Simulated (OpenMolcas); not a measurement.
Worked example: vertical energy of the quartet above the doublet of N2H (dinitrogen monohydride)

The species is N2H (3 atoms), meant as a doublet with charge 0. As SMILES, `[N]=N`. The coordinates come from a PBE0-D4/def2-TZVP relaxation.

```xyz
3

N     0.7105   -0.6067    0.3262
N    -0.2687   -0.2177   -0.1701
H    -0.4419    0.8244   -0.1561
```

Both states at this one shape; open shells run unrestricted unless said. 1 Eh = 27.2114 eV.

| level | program | doublet N2H (Eh) | quartet N2H (Eh) |
| --- | --- | --- | --- |
| USVWN5/def2-TZVPPD | OpenMolcas | -109.188896 | -108.960384 |
| UB3LYP/def2-TZVPPD | OpenMolcas | -110.081183 | -109.856430 |
| UM06-2X/def2-TZVPPD | OpenMolcas | -110.030129 | -109.801812 |

Problem. Work out the vertical gap, second state less first, at each level.

Solution. 
1. USVWN5/def2-TZVPPD: -108.960384 − (-109.188896) = 0.228512 Eh = 6.22 eV.
2. UB3LYP/def2-TZVPPD: -109.856430 − (-110.081183) = 0.224753 Eh = 6.12 eV.
3. UM06-2X/def2-TZVPPD: -109.801812 − (-110.030129) = 0.228317 Eh = 6.21 eV.

No measured value is set beside it here; the levels span 6.12 to 6.22 eV.
